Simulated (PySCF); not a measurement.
NMR data simulated for an unnamed compound:

1H NMR (500 MHz, computed): δ 2.57 (br s, 1H), 1.26 (m, 6H).

13C{1H} NMR (computed): δ 18.3 (CH3).

Relativity neglected, no solvent, a single conformation, equivalent nuclei averaged. Geometry from PBE0-D3(BJ)/def2-TZVP; GIAO B97-2/pcSseg-2 shieldings; PySCF 2.14.

Shifts are taken against calculated references (same method and geometry level): 1H (31.64 ppm), 13C (185.38 ppm) against TMS.

Q: Which of these does the molecule contain: a three-membered ring, an S-methyl group, a ketone, an OH group?

A: 
- A three-membered ring: no.
- An S-methyl group: no.
- A ketone: no.
- An OH group: yes (δH 2.57 (br s)).

The data belong to `CP(C)(=O)O`, C$_{2}$H$_{7}$O$_{2}$P; they needn't prove each group on their own.

Carbon signals by region: 1 below 50 ppm.

OH/NH shifts are gas-phase values; hydrogen bonding in solution moves them, usually downfield. Splittings by 31P in the carbon and heteronuclear signals aren't shown, as no couplings were computed. Shifts are as computed. Against solution values, carbons near 30 ppm lie about +3 ppm off and those near 130 ppm about +7 ppm. Of 1211 compounds with measured shifts, 218 miss one by over three times the rms of a fit or turn the order of signals round; such compounds aren't used in these exercises.
